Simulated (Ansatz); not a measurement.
Relaxation of AlH$_{5}$OS (8 atoms, charge 0, multiplicity 1), to a largest force component of 0.03 eV/Å in at most 50 steps.

Theory: RKS CAM-B3LYP-D4/6-31G* (Ansatz).

```xyz
8
Properties=species:S:1:pos:R:3
Al -0.050 -0.223 0.060
O -0.247 -0.434 1.792
H -1.125 -0.685 2.113
H 1.435 -0.021 -0.429
H -1.322 -0.394 -0.869
S -0.033 2.914 1.508
H 1.314 2.986 1.501
H -0.039 1.729 2.215
```

Task: Where does it end, and by what steps?

Result: It converged. After 8 steps the energy has fallen by 0.236 eV; S6 moved furthest, 0.52 Å. Joined: Al1–S6 (3.45 → 2.64 Å).

```json
{"step": "0", "energy less start (eV)": "0.0000", "largest force component (eV/Å)": "0.820", "accepted": "yes"}
{"step": "1", "energy less start (eV)": "-0.0656", "largest force component (eV/Å)": "0.443", "accepted": "yes"}
{"step": "2", "energy less start (eV)": "-0.1230", "largest force component (eV/Å)": "0.429", "accepted": "yes"}
{"step": "3", "energy less start (eV)": "-0.1686", "largest force component (eV/Å)": "0.361", "accepted": "yes"}
{"step": "4", "energy less start (eV)": "-0.1787", "largest force component (eV/Å)": "1.473", "accepted": "yes"}
{"step": "5", "energy less start (eV)": "-0.2160", "largest force component (eV/Å)": "0.366", "accepted": "yes"}
{"step": "6", "energy less start (eV)": "-0.2282", "largest force component (eV/Å)": "0.181", "accepted": "yes"}
{"step": "7", "energy less start (eV)": "-0.2302", "largest force component (eV/Å)": "0.533", "accepted": "yes"}
{"step": "8", "energy less start (eV)": "-0.2362", "largest force component (eV/Å)": "0.025", "accepted": "yes"}
```

```xyz
8
Properties=species:S:1:pos:R:3
Al -0.025 0.041 0.277
O -0.282 -0.654 1.839
H -1.136 -1.061 2.019
H 1.482 0.112 -0.214
H -1.257 0.073 -0.729
S -0.071 2.528 1.163
H 1.250 2.765 1.110
H -0.028 2.068 2.425
```

Whether the end is a true minimum wasn't checked by a vibrational analysis.

Run time: 10 s on 1 thread of AMD EPYC 9R45 96-Core Processor (Zen 5) (shared host), peak memory 0.16 GiB.
